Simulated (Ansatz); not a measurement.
# AlMgH (triplet): the correlation ladder at angle Mg2–Al1–H3 = 91.3°, 6-31G

Aim: climb from Hartree-Fock through coupled cluster and multireference methods for AlMgH (triplet) at one geometry and basis, and see what each rung misses.

Method: 6-31G, core rule «outside noble gas», up to 10 orbitals frozen; program: Ansatz 0.2.0, Gaussian basis.

Plan: UHF; CCSD(T) on ROHF; CCSD(T) on UHF; BCCD(T) on ROHF; CISD; CCSDT(Q) on ROHF; CCSDT(Q) on UHF; CCSDTQ on ROHF; CCSDTQ on UHF; CASSCF and MRCISD+Q, 4 electrons in 4 orbitals; CASSCF and NEVPT2, 4 electrons in 4 orbitals; CASSCF and MRCISD+Q, 6 electrons in 9 orbitals; CASSCF and MRCISD+Q(relaxed), 6 electrons in 9 orbitals; CASSCF and NEVPT2, 6 electrons in 9 orbitals; Full CI.

14 further runs of the same task are left out: 8 that didn't finish, 6 set aside as unsound or not needed.

### 1 What is computed

The geometry derives from a PBE0/def2-TZVP stationary point (not a proven minimum). One angle is set to the value named; bond lengths are kept.

3 atoms, charge 0, spin multiplicity 3.

Atoms are counted from 1 here; the program's logs count them from 0.

Bond lengths: Al1–H3 1.606 Å.

### 2 UHF

in.yaml

```yaml
crystal:
  periodic: [false, false, false]
  atoms:
    - {symbol: Al, position_ang: [-0.890985, 0.000000, 0.867172]}
    - {symbol: Mg, position_ang: [0.979505, 0.000000, -1.046247]}
    - {symbol: H, position_ang: [0.231462, 0.000000, 2.015381]}
basis:
  gaussian: {orbitals: 6-31G}
magnetization: {spin_polarized: true, initial_magnetization: 2}
hamiltonian: {xc: hf}
output: {orbitals: {seedname: orbitals}}
```

Launch:

```
ansatz run in.yaml --threads 1 --pin off --events-out ev --progress --plain --max-ram 2393MiB
```

Further steps of the session: CCSD(T) on ROHF; CCSD(T) on UHF; BCCD(T) on ROHF; CISD; CCSDT(Q) on ROHF; CCSDT(Q) on UHF; CCSDTQ on ROHF; CCSDTQ on UHF; CASSCF and MRCISD+Q, 4 electrons in 4 orbitals; CASSCF and NEVPT2, 4 electrons in 4 orbitals; CASSCF and MRCISD+Q, 6 electrons in 9 orbitals; CASSCF and MRCISD+Q(relaxed), 6 electrons in 9 orbitals; CASSCF and NEVPT2, 6 electrons in 9 orbitals; Full CI.

Q: Predict the results of all the runs planned. Wanted: FCI below the RHF energy; RMP2 from FCI; UMP2 from FCI; RCCSD from FCI; RCCSD(T) from FCI; UCCSD(T) from FCI; RCCSDT(Q) from FCI; UCCSDT(Q) from FCI; NEVPT2 valence from FCI.

As calculated:

```
                          quantity                                                                                                                                             value
          FCI below the RHF energy                                                                                                                                        -1.6775 eV
                     RMP2 from FCI                                                                                                                                      +68.2 kJ/mol
                     UMP2 from FCI                                                                                                                                      +74.4 kJ/mol
                    RCCSD from FCI                                                                                                                                       +7.4 kJ/mol
                 RCCSD(T) from FCI                                                                                                                                       +2.8 kJ/mol
                 UCCSD(T) from FCI                                                                                                                                       +2.9 kJ/mol
                RCCSDT(Q) from FCI                                                                                                                                       +0.1 kJ/mol
                UCCSDT(Q) from FCI                                                                                                                                        0.0 kJ/mol
           NEVPT2 valence from FCI                                                                                                                                      +11.7 kJ/mol
         MRCISD+Q valence from FCI                                                                                                                                       +0.4 kJ/mol
MRCISD+Q(relaxed) valence from FCI                                                                                                                                       -0.2 kJ/mol
 levels within 1 kcal/mol (43 meV)  RCCSD(T), UCCSD(T), BCCD(T), RCCSDT, UCCSDT, RCCSDT(Q), UCCSDT(Q), RCCSDTQ, UCCSDTQ, MRCISD valence, MRCISD+Q valence, MRCISD+Q(relaxed) valence
                     T1 diagnostic                                                                                                                                             0.044
    effectively unpaired electrons                                                                                                                                              2.11
```

RCCSD(T) misses by +2.8 kJ/mol, 1.7 % of the correlation energy. MRCISD+Q(relaxed) valence falls below full CI: the +Q correction isn't variational, and the cores differ from full CI's. The occupations are near whole numbers, but T1 = 0.044 shows that the orbitals relax strongly. Of the multireference levels listed MRCISD+Q(relaxed) valence comes nearest in total energy (-0.2 kJ/mol), which doesn't show that its space is the better one. Coupled cluster took another determinant than the lowest Hartree-Fock one. These misses are within one basis, not against nature; the frozen cores of restricted and unrestricted runs differ, which can shift their rows.
